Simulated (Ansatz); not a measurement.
Ansatz (an electronic-structure program) input:

Ansatz 0.2 input:
```yaml
crystal:
  periodic: [false, false, false]
  atoms:
    - {symbol: C, position_ang: [0.00171763, -0.00263817, 0.32505308]}
    - {symbol: F, position_ang: [-0.01708335, 1.26042782, -0.06192073]}
    - {symbol: F, position_ang: [1.09904525, -0.61482395, -0.08303830]}
    - {symbol: F, position_ang: [-1.08310698, -0.64384509, -0.07174301]}
basis:
  gaussian:
    orbitals: def2-TZVP
hamiltonian:
  xc: b3lyp
  dispersion: d3bj
magnetization: {spin_polarized: true, initial_magnetization: 1}
phonons: {temperatures: {t_min: 298.15, t_max: 298.15, t_step: 100}}
```

Problem. Which total energy does the run end on?

Solution. -337.71870 Eh (B3LYP-D3(BJ)/def2-TZVP). The basis has 124 functions.

It need not be the lowest isomer of its formula.
